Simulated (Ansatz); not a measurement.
`C1=C[C@H]2C[C@H]2C1`, relaxed with RKS PBE0-D4/def2-TZVP in Ansatz from a PBE-D4/def2-SVP geometry. The force threshold is 0.005 eV/Å; the program also tests the step.

The species carries charge 0 and has multiplicity 1.

Start:

```xyz
14

C     0.449   -1.463   -0.111
C    -0.741   -1.167    0.457
C    -1.107    0.266    0.251
C    -0.151    1.270    0.876
C     0.048    0.857   -0.561
C     1.026   -0.281   -0.862
H     0.964   -2.434   -0.037
H    -1.360   -1.867    1.040
H    -2.157    0.558    0.087
H     0.551    0.897    1.641
H    -0.528    2.290    1.054
H    -0.146    1.607   -1.343
H     2.065   -0.043   -0.539
H     1.087   -0.490   -1.954
```

```tsv
step	energy (eV)	largest force (eV/Å)	largest move (Å)
1	-6345.8728	0.569	0.000
2	-6345.9411	0.160	0.028
3	-6345.9471	0.055	0.018
4	-6345.9474	0.023	0.009
5	-6345.9474	0.008	0.003
6	-6345.9474	0.011	0.001
7	-6345.9474	0.001	0.000
```

End:

```xyz
14

C     0.442   -1.448   -0.108
C    -0.729   -1.155    0.453
C    -1.097    0.266    0.243
C    -0.150    1.256    0.867
C     0.045    0.849   -0.558
C     1.018   -0.277   -0.855
H     0.948   -2.403   -0.031
H    -1.334   -1.844    1.032
H    -2.129    0.553    0.081
H     0.538    0.878    1.616
H    -0.517    2.260    1.044
H    -0.146    1.592   -1.322
H     2.038   -0.042   -0.532
H     1.074   -0.485   -1.930
```

Hardware: 4 threads of an Arm Neoverse N1 on a shared host. Wall time 56 s, peak host memory 0.69 GiB.
